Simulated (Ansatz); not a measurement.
A made-up structure of CH$_{2}$NSi, doublet:

```xyz
5
angstrom
N -0.3928 0.4254 -0.2791
C 0.4022 -0.4358 0.2857
Si 1.4336 -1.5523 1.0185
H 0.7875 0.4804 0.6540
H -0.3860 1.4063 -0.0320
```

It is relaxed with PBE-D4/def2-SVP and then PBE0-D4/def2-TZVP (Ansatz 0.2.0). Atoms count as bonded within 1.22 times the sum of their covalent radii (H–H: 0.88 Å). The end point is not checked to be a true minimum.

(1) Does its bonding change? (Judge from chemistry; the calculation decides.)

## Answers

(1) By the calculation: Yes. Formed: Si3–H4; broken: C2–H4.

Where it ends: The first stage lowers the energy by 2.15 eV in 25 steps. It ends as CH₂NSi ([NH][C][SiH]):
N1  (-0.428, 0.638, -0.568)
C2  (0.223, -0.056, 0.145)
Si3  (1.179, -1.311, 1.064)
H4  (2.105, -0.182, 1.497)
H5  (-1.235, 1.235, -0.491)
(Å)

Labels in which every atom is bracketed show which atoms are joined, not bond orders.

For scale, one of the runs: PBE0-D4/def2-TZVP relaxation, 111 basis functions, launched by `ansatz run in.yaml --threads 2 --pin off --events-out ev --progress --plain --max-ram 4352MiB`. Hardware: 2 CPU threads of an Arm Neoverse V1, shared host. Wall time about 30 s.
